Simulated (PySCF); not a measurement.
Coordinates in bohr (charge 0 multiplicity 1):
```
B     1.6588    0.0000    0.0000
B    -1.6588    0.0000    0.0000
H     0.0000    1.8638    0.0000
H     0.0000   -1.8638    0.0000
H     2.7607    0.0000    1.9754
H     2.7607    0.0000   -1.9754
H    -2.7607    0.0000    1.9754
H    -2.7607    0.0000   -1.9754
```

All numbers come from PySCF, PBE, basis B def2-TZVP, H def2-TZVP (no relativity, density fitting).

This geometry of B2H6 is a stationary point at this level.

**Question.** What is the point group?

**Answer.** D2h.

**Question.** Is it a minimum?

**Answer.** Yes: all harmonic wavenumbers are real.

**Question.** Which band is strongest in the infrared?

**Answer.** 1673 cm⁻¹ (b1u), 344 km/mol.

**Question.** What are the dipole moment and the gap between the highest occupied and lowest empty levels?

**Answer.** 0.00 D and 5.81 eV.

Only a few start shapes were tried, so a lower isomer may exist.
